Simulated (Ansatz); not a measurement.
Cubic perovskite BaTiO3 (cubic high-temperature phase) was calculated with r²SCAN-D4 (Ansatz, a program for electronic structure, plane waves, PAW).

Numerical settings: plane-wave cutoff 500 eV, 8×8×8 k mesh, gaussian smearing 0.02 eV, no spin polarisation, scalar-relativistic PAW data made under PBE.

Computed at the level's own relaxed cell.

Question: Estimate the equilibrium volume per atom, lattice parameter a and band gap that the calculation returns.

Answer: 
* **equilibrium volume per atom**: 12.67 Å³/atom
* **lattice parameter a**: 3.986 Å
* **band gap**: 2.19 eV (on the SCF k mesh)

Measured, for comparison: band gap 3.2 eV (temperature not stated, not corrected to a static lattice; as tabulated in Matsushita et al. (2011), arXiv:1104.2769).

Note: the relaxation could not lower the start's symmetry, so the cell can be a saddle point above a distorted one.

Spin–orbit coupling is not included.

Static lattice: no zero-point or thermal effects.

It cost around 30 core-seconds (rough) of CPU time.
